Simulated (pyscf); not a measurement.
# Four-centre exchange: ethylene (H₂C=CH₂) + hydrogen chloride (HCl) -> ethylene (H₂C=CH₂) + hydrogen chloride (HCl)

Gas phase, singlet surface, charge 0. Bonds broken: C1–H8, H3–Cl7. Bonds formed: C1–H3, Cl7–H8. Single points on ωB97X-D3(BJ)/def2-SVP structures (PySCF, gas phase). Correlated levels are frozen-core, on RHF or UHF. ΔMP2 is the change of the MP2 total energy from the triple- to the quadruple-zeta basis.

Transition state (Å):

```xyz
8

C     -0.5622     0.3987     0.0624
C      0.7283     0.0065     0.0752
H     -1.2368    -0.6222     0.1662
H     -0.9480     1.2915    -0.4350
H      1.5391     0.5522    -0.4205
H      0.9644    -0.9178     0.6192
Cl    -1.6101    -1.7719     1.6344
H     -1.0669    -0.0304     1.0967
```

One imaginary mode, 1698i cm⁻¹; descent along it reached the two sides named.

| bond | change | reactant side (Å) | saddle | product side |
|---|---|---|---|---|
| C1–H8 | breaks | 1.096 | 1.228 | 2.578 |
| H3–Cl7 | breaks | 1.287 | 1.902 | 3.2 |
| C1–H3 | forms | 2.579 | 1.228 | 1.096 |
| Cl7–H8 | forms | 3.2 | 1.902 | 1.287 |

Electronic energies relative to the separated reactants (kJ/mol):

```csv
level,barrier,reaction energy,reverse barrier
ωB97X-D3(BJ)/def2-TZVP,235.4,0.0,235.4
PBE/def2-TZVP,193.8,0.0,193.8
r²SCAN/def2-TZVP,204.7,0.0,204.7
B3LYP-D3(BJ)/def2-TZVP,219.9,0.0,219.9
PBE0-D3(BJ)/def2-TZVP,210.6,0.0,210.6
M06-2X/def2-TZVP,233.7,0.0,233.7
ωB97M-D3(BJ)/def2-TZVP,232.7,0.0,232.7
HF/def2-TZVP,296.7,0.0,296.7
MP2/def2-QZVPP,236.0,0.0,236.0
CCSD/def2-TZVPP,264.7,0.0,264.7
CCSD(T)/def2-TZVPP,252.3,0.0,252.3
CCSD(T)/def2-TZVPP + ΔMP2(QZVPP),245.0,0.0,245.0
```

With CCSD(T)/def2-TZVPP + ΔMP2(QZVPP) energies and thermal terms (ideal gas, 1 atm, RRHO with modes under 100 cm⁻¹ raised to 100, one conformer, R ln 2 for rigid chiral ones), in kJ/mol:

```csv
T (K),ΔH‡,ΔG‡,ΔH,ΔG
298,236.3,273.0,0.0,0.0
600,235.9,310.5,0.0,0.0
900,237.8,347.5,0.0,0.0
1200,240.2,383.7,0.0,0.0
```

The same reactants have a lower exit, to H₃C–CH₂–Cl (barrier +164.0 kJ/mol at ωB97M-D3(BJ), against +232.7 kJ/mol here). One saddle was located; it need not be the lowest between these sides. The CCSD(T) − MP2 part came from Ansatz, without density fitting, on the same reference.
